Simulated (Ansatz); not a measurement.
System: zinc-blende MgTe (metastable phase). Method: revPBE in Ansatz (plane waves, PAW).

Settings: plane-wave cutoff 520 eV, 10×10×10 k mesh, Fermi–Dirac smearing 0.01 eV, scalar-relativistic PAW data made under PBE.

Computed points:

```
V (Å³/atom)  E − E_lowest (meV/atom)
-----------  -----------------------
33.280                         13.85
33.988                          5.89
34.696                          1.38
35.405                          0.00
36.113                          1.43
36.821                          5.39
37.529                         11.64
```

**Question.** Fit the third-order Birch–Murnaghan equation and give B0 and B′.

**Answer.** V0 = 35.387 Å³/atom, B0 = 31.8 GPa, B′ = 4.2 (fit to the energies at full precision).

Measured, for comparison: equilibrium volume per atom 33.08 Å³/atom (room temperature, no zero-point or thermal correction, from epitaxial CdTe/MgTe superlattices; as tabulated in Lucero et al. (2012), arXiv:1111.4515). Computed (rounded) less measured: equilibrium volume per atom +7.0 %.

Spin–orbit coupling is not included.

The computed numbers hold no vibrational or temperature effects.

Ansatz is an electronic-structure program.
